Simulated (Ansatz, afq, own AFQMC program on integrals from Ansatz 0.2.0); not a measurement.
**GaBN, doublet → GaBN, quartet**

```xyz
3

B     0.0000    0.0000   -1.4672
N     0.0000    0.0000   -0.2052
Ga    0.0000    0.0000    1.6724
```

Connectivity, by distances: B–N–Ga.

E(quartet, charge +0) − E(doublet, charge +0) at this geometry, on UHF and UHF determinants.

Basis cc-pVDZ. Noble-gas cores (and the filled d shells of Ga–Kr and In–Xe) are frozen. Ansatz 0.2.0 and our own AFQMC program on the same integrals; the CISD trial comes from CCSD amplitudes, and released means the phaseless constraint is let go. Uncertainties: one standard error, sampling alone. No spin–orbit coupling. The errors of all members are added in quadrature.

No full CI on the walks' own integrals is used here; CCSDT(Q) serves as the reference and is uncertain by about the last step of the cluster series. Each member takes its own surest rung, up to full CI.

Errors are counted within cc-pVDZ, not against nature.

Cautions: inner d shell frozen; no relativity below Rb; no spin-orbit coupling; GaBN (doublet): unrestricted determinant slightly spin contaminated (⟨S²⟩ 0.83 against 0.75), its ph-AFQMC/CISD value lies 65 ± 21 meV above CCSDT(Q); GaBN (quartet): another spin lies lower, unrestricted determinant spin contaminated (⟨S²⟩ 3.86 against 3.75), its ph-AFQMC/CISD value lies 71 ± 19 meV above CCSDT(Q).

Reference (CCSDT(Q)): 73.9 kcal/mol.

| level | vertical spin gap (kcal/mol) | error against CCSDT(Q) (kcal/mol) |
| --- | --- | --- |
| HF | 57.6 | -16.3 |
| MP2 | 70.1 | -3.7 |
| CCSD | 73.4 | -0.5 |
| CCSD(T) | 73.9 | 0.0 |
| CCSDT | 73.8 | 0.0 |
| ph-AFQMC/HF | 71.7 ± 2.3 | -2.2 ± 2.3 |
| ph-AFQMC/CISD | 74.0 ± 0.6 | 0.1 ± 0.6 |
| released AFQMC | 73.4 ± 1.2 | -0.4 ± 1.2 |

Correlation beyond CCSD(T) changes it by less than 2 meV. The perturbative (T) step is worth +0.5 kcal/mol. Where the cautions show a poor determinant, the low rows tell how each method copes with it, not its usual error.

A walk keeps the symmetry of its determinant, which the program's search chose and which needn't be the lowest solution, so a lower state of the same spin and another symmetry isn't excluded. Released energies are given only where the last usable release times agree within the noise; a slower fall can still hide under it.
